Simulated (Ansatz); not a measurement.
# CHNS: small, medium and large basis sets

An exercise on one series of results from a longer session: the logs are not shown, and one member is left open.

Computed with Ansatz 0.2.0, Gaussian basis. Level: one geometry, several basis sets.

The runs, in order: PBE0-D4/def2-SVP; ωB97M-V/def2-SVP; PBE0-D4/def2-QZVPP; ωB97M-V/def2-QZVPP; CCSD(T)/cc-pV(D+d)Z; CCSD(T)/cc-pV(T+d)Z; CCSD(T)/cc-pV(Q+d)Z; the functionals' def2-TZVPP values are taken from earlier runs.

## The relaxed structure

The geometry comes from an earlier relaxation with PBE0-D4 in a triple-zeta def2 set; it is a stationary point.

SMILES `N=C=S`, 4 atoms, charge 0, spin multiplicity 1.

Atoms are counted from 1 here; the program's logs count them from 0.

Bond lengths: N1–C2 1.197 Å, N1–H4 1.004 Å, C2–S3 1.563 Å. Angles: C2–N1–H4 132.5°, N1–C2–S3 174.4°.

Geometry (Å):

```xyz
4

N    -0.2521    0.6362   -0.4721
C     0.3068   -0.2049    0.1713
S     1.1665   -1.2348    0.9740
H    -1.2212    0.8035   -0.6732
```

Set-up of the first run:

in.yaml

```yaml
crystal:
  periodic: [false, false, false]
  atoms:
    - {symbol: N, position_ang: [-0.252146, 0.636187, -0.472101]}
    - {symbol: C, position_ang: [0.306796, -0.204888, 0.171285]}
    - {symbol: S, position_ang: [1.166543, -1.234764, 0.974044]}
    - {symbol: H, position_ang: [-1.221193, 0.803455, -0.673219]}
basis:
  gaussian: {orbitals: def2-SVP}
hamiltonian: {xc: pbe0, dispersion: d4}
output: {orbitals: {seedname: orbitals}}
```

On the command line:

```console
$ ansatz run in.yaml --threads 2 --pin off --events-out ev --progress --plain --max-ram 32768MiB --backend cpu
```

Among the steps run: PBE0-D4 in def2-SVP; ωB97M-V in def2-SVP; PBE0-D4 in def2-QZVPP; ωB97M-V in def2-QZVPP.

One of the session's tables, all rows but one given; the rest of the session is left out.

It belongs to the step «Density functionals: the series». 

| functional | basis | HOMO (eV) |
| --- | --- | --- |
| PBE0-D4 | def2-SVP | -7.43 |
| PBE0-D4 | def2-TZVPP | -7.57 |
| PBE0-D4 | def2-QZVPP | -7.60 |
| ωB97M-V | def2-SVP | -9.43 |
| ωB97M-V | def2-TZVPP | ? |
| ωB97M-V | def2-QZVPP | -9.66 |

**Question.** Estimate the row for ωB97M-V, def2-TZVPP.

**Answer.** HOMO (eV): -9.62. In the column «HOMO (eV)» it lies between ωB97M-V, def2-QZVPP (-9.66) and ωB97M-V, def2-SVP (-9.43).
